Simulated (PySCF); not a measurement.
**ethanethiol: calculation and literature**

Geometry (Å), atoms numbered from 1 in this order:
```xyz
9

C    -0.8108    0.5252    0.0986
C     0.1165   -0.6576   -0.0991
S     1.7158   -0.5056    0.7589
H    -1.7767    0.3517   -0.4028
H    -0.3765    1.4462   -0.3211
H    -1.0000    0.7031    1.1675
H    -0.3230   -1.5760    0.3207
H     0.2972   -0.8563   -1.1668
H     2.1577    0.5699    0.0708
```

[PySCF 2.14.0 with density-fitted response routines: PBE0-D3(BJ)/def2-SVP geometry; shieldings: GIAO PBE0/pcSseg-1; one averaged value for each set of equivalent atoms; one computed conformer; gas phase; no relativistic terms]

Reference values: measured (solution, not stated per compound (mostly CDCl3 or CCl4); Pretsch, Buehlmann, Badertscher, Structure Determination of Organic Compounds, 4th ed. (2009)).
| atoms | quantity | reference | computed | computed, scaled |
| --- | --- | --- | --- | --- |
| C1 | δ ¹³C | 19.7 | 22.9 | 21.6 |
| C2 | δ ¹³C | 19.1 | 25.4 | 24.0 |
| H7/H8 | δ ¹H | 2.44 | 2.26 | 2.36 |
| H4/H5/H6 | δ ¹H | 1.31 | 1.22 | 1.38 |

Computed shifts are σ(ref) − σ with the named reference compound (TMS for H and C) calculated as an isolated molecule at the same level. The measured values may be among those fitted. Expected solution values come from regression of measured δ (H and C: mostly CDCl3, vs TMS) on computed σ: ¹³C: δ = 178.46 − 0.972σ (rms 2.0 ppm, 209 shifts, 2.2 ppm with the 3 outliers that the fit left out); ¹H: δ = 29.85 − 0.948σ (rms 0.21 ppm, 133 shifts). A few per cent of atoms miss by over 2 rms, more outside the fitted compound classes. Hydrogens on heteroatoms aren't scaled, only referred to computed TMS.

(1) How far are the unscaled ¹³C shifts from the references?

(2) How far are the unscaled ¹H shifts from the references?

Answers

(1) Mean signed difference +4.75 ppm, mean absolute 4.75 ppm over 2 comparisons; the largest is +6.3 ppm at C2 (sp3 CH2 bonded to S).

(2) Mean signed difference -0.14 ppm, mean absolute 0.14 ppm over 2 comparisons; the largest is -0.18 ppm at H7/H8 (hydrogen on an sp3 CH2 bonded to S).
